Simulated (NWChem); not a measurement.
Correlation energy of F (+1)

SMILES: [F+]
```xyz
1

F      0.0000     0.0000     0.0000
```
Charge +1, spin multiplicity 3.

The numbers come from NWChem runs, not from measurements.

Basis set: cc-pVDZ. Each correlation energy counts from its own Hartree-Fock reference.

| method | correlation energy (mHa) |
|---|---|
| SCS-UMP2 | -97.2 |
| URI-MP2 | -98.5 |
| CCSD[T] on ROHF | -118.6 |
| CCSD on ROHF | -117.7 |
| CCSD(T) on ROHF | -118.5 |
| CCSDT on ROHF | -118.6 |
| CCSD on UHF | -112.3 |
| CCSD[T] on UHF | -113.2 |
| CCSD(T) on UHF | -113.1 |
| UMP2 | -98.5 |

The values span 21.4 mHa, from CCSDT on ROHF (lowest) to SCS-UMP2 (highest). 

The correlated methods keep 1 core orbital frozen. No SCF solution was tested for a lower state. Open-shell Hartree-Fock references start from PBE0 orbitals. No row is a measurement; the coupled-cluster row has its own basis-set and correlation limits.
